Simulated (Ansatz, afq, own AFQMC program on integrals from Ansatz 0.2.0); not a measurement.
**CHGe, quartet in cc-pVDZ, levels against CCSDT(Q)**

```xyz
3

Ge    0.0000    0.0140    0.3105
C     0.0000   -0.1369   -1.6710
H     0.0000    0.6198   -2.4658
```

Connectivity, by distances: Ge–CH.

Basis cc-pVDZ. Noble-gas cores (and the filled d shells of Ga–Kr and In–Xe) are frozen. Integrals, coupled cluster, full CI and functionals: Ansatz 0.2.0; the random walks run on the same integrals in our own AFQMC program. The CISD trial takes its coefficients from CCSD amplitudes. Released means that phaseless walkers are propagated on without the constraint, phases kept. Free AFQMC starts from the CCSD state and is never constrained. Its projection time is finite, and what remains of the start isn't in its error. ± is one standard error of the sampling. No spin–orbit coupling.

Determinant: UHF, the one that the program's search chose, which needn't be the lowest solution. The geometry is a point of a scan.

No full CI on the walks' own integrals is used here; CCSDT(Q) serves as the reference and is uncertain by about the last step of the cluster series.

Cautions: no relativity below Rb; no spin-orbit coupling; inner d shell frozen; lower spins were not checked.

- T1 diagnostic: 0.0285
- weight of the determinant in the CISD state: 0.886
- ⟨S²⟩ of the determinant: 3.778
- size of the correlated space: 9 electrons in 31 orbitals

Reference: CCSDT(Q), correlation energy -4.834 eV. The released energy is read at 2.40 1/Eh (meV from the phaseless value at times in 1/Eh: -17 ± 10 at 0.24, -20 ± 9 at 0.51, -12 ± 8 at 0.99, -8 ± 10 at 1.62, -24 ± 11 at 2.40).

```
         level  E − E(reference) (kJ/mol)  share of correlation (%)
            HF                      466.4                      0.00
           MP2                      104.2                     77.65
          CCSD                       16.7                     96.42
       CCSD(T)                        4.1                     99.12
         CCSDT                        0.8                     99.82
   ph-AFQMC/HF                  8.4 ± 2.8                     98.21
 ph-AFQMC/CISD                  0.6 ± 0.9                     99.87
released AFQMC                 -1.8 ± 1.1                    100.38
    free AFQMC                  1.4 ± 1.3                     99.70
```

Free projections are given only where their last times agree within the noise and don't stop above the reference; a slow remainder of the start can still hide under it. A walk keeps the symmetry of its determinant, which the program's search chose and which needn't be the lowest solution, so a lower state of the same spin and another symmetry isn't excluded. Released energies are given only where the last usable release times agree within the noise; a slower fall can still hide under it.
